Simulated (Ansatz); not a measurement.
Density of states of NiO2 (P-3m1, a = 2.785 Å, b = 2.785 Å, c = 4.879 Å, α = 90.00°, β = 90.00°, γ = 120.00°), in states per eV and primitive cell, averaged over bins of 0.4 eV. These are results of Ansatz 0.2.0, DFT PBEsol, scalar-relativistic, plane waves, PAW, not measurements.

Cutoff 420 eV; k points 12×12×6 on the computed 3-atom cell (Γ-centred); Gaussian smearing, width 0.02 eV; no spin polarisation.

The cell is relaxed at this level. The states (both spins) are summed by tetrahedra on a 18×18×9 mesh at the self-consistent density. Energies are bin centres; the table starts no lower than −8 eV and ends at 6 eV, or lower where the solved bands end.

The gap is 1.04 eV at this level, with the zero inside it.

```csv
E − E_F (eV),total,O 2p,Ni 3d,O 2s,Ni 4s
-7.25,0.71,0.45,0.19,0.01,0.05
-6.85,1.25,0.80,0.35,0.02,0.07
-6.45,3.30,1.92,1.26,0.04,0.04
-6.05,3.37,1.81,1.48,0.04,0.03
-5.65,2.92,1.64,1.13,0.08,0.04
-5.25,2.91,1.85,0.85,0.10,0.08
-4.85,0.78,0.51,0.23,0.01,0.02
-4.45,3.90,2.19,1.54,0.10,0.04
-4.05,2.79,1.48,1.18,0.09,0.01
-3.65,1.97,1.15,0.77,0.01,0.01
-3.25,1.05,0.56,0.47,0.01,0.00
-2.85,1.28,0.71,0.54,0.01,0.00
-2.45,1.68,1.03,0.62,0.02,0.00
-2.05,5.59,1.48,3.96,0.06,0.05
-1.65,4.18,2.07,2.02,0.05,0.02
-1.25,4.48,2.21,2.20,0.03,0.02
-0.85,2.37,1.16,1.18,0.01,0.00
-0.45,0.44,0.20,0.23,0.00,0.00
-0.05,0.00,0.00,0.00,0.00,0.00
0.35,0.01,0.00,0.00,0.00,0.00
0.75,2.09,1.04,0.95,0.07,0.00
1.15,4.50,2.45,1.92,0.10,0.00
1.55,3.26,1.93,1.30,0.01,0.00
1.95,0.14,0.09,0.06,0.00,0.00
2.35,0.00,0.00,0.00,0.00,0.00
2.75,0.00,0.00,0.00,0.00,0.00
3.15,0.00,0.00,0.00,0.00,0.00
3.55,0.00,0.00,0.00,0.00,0.00
3.95,0.00,0.00,0.00,0.00,0.00
4.35,0.00,0.00,0.00,0.00,0.00
4.75,0.00,0.00,0.00,0.00,0.00
5.15,0.00,0.00,0.00,0.00,0.00
5.55,0.00,0.00,0.00,0.00,0.00
```

The columns after the total are the Löwdin projections on the occupied valence shells of the potentials. The rest of the total lies in shells that are empty in the free atom, which aren't projected, and between the atoms.

The cell holds layers, and where no dispersion correction was added their binding is poorly described.

A ferromagnetic start lost its moments in a first run, so spin was left out; other magnetic orders weren't tried.

Whether NiO2 exists in this form wasn't checked.

Cost: 1 run of about 0.38 core-minutes, on Intel Xeon 6975P-C (Granite Rapids) (shared hosts).